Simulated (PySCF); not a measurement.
Nitrogen trifluoride, NF3.
Numbering: `[F:1][N:2]([F:3])[F:4]`

Structure used (PBE0-D3(BJ)/def2-SVP), in Å, numbered top down from 1:
```xyz
4
NF3 angstrom
F     -0.551    1.073   -0.166
N      0.008   -0.003    0.433
F     -0.644   -1.033   -0.151
F      1.226   -0.062   -0.149
```

Level of theory: PySCF, PBE0-D3(BJ)/def2-SVP geometry optimisation, gas phase.

Take the most abundant isotopes and a rigid rotor. 

Task: What are A, B and C (MHz)?

Result: Ia = 46.08, Ib = 46.14, Ic = 84.44 u·Å²; 505379 MHz·u·Å²/I gives A = 10968, B = 10954, C = 5985 MHz.

Task: What kind of rotor is it?

Result: An oblate symmetric top, as the point group C3v requires two equal moments; the computed ones differ by 0.13 % because the geometry is symmetric only within the optimiser's tolerance. Ray's parameter κ = (2B − A − C)/(A − C) = 0.994; −1 is the prolate and +1 the oblate limit.

Task: What does the inertial defect say?

Result: Not planar: Δ = Ic − Ia − Ib = -7.78 u·Å². For a rigid frame Δ = −2 Σ m c², so Σ m c² = 3.89 u·Å² lies off the ab plane. The atom farthest from that plane is 0.47 Å away.

Task: Give the other two planar moments, Paa and Pbb, and the rms extents of the mass along the axes.

Result: Paa = Σ m a² = (Ib + Ic − Ia)/2 = 42.25 and Pbb = Σ m b² = (Ia + Ic − Ib)/2 = 42.19 u·Å². With the mass M = 71.00 u, the rms extents √(P/M) along a, b and c are 0.77, 0.77, 0.23 Å.

The dipole components are |μa| = 0.00 D, |μb| = 0.00 D, |μc| = 0.06 D.

Task: Estimate the classical rotational partition function at 25 K, 298.15 K and 500 K.

Result: Point group C3v, symmetry number σ = 3; q = (√π/σ)·√((kT/h)³/(ABC)), k/h = 20836.6 MHz/K: 262 at 25 K, 10800 at 298.15 K, 23400 at 500 K.

Stationary, but not proved a minimum. These are rigid-rotor constants of the computed structure; measured ground-state constants (B0) also hold zero-point vibration.

On one thread of an Arm Neoverse V1, on a shared host, this took 4.7 s and 0.27 GiB of memory at its peak. This is the geometry optimisation.
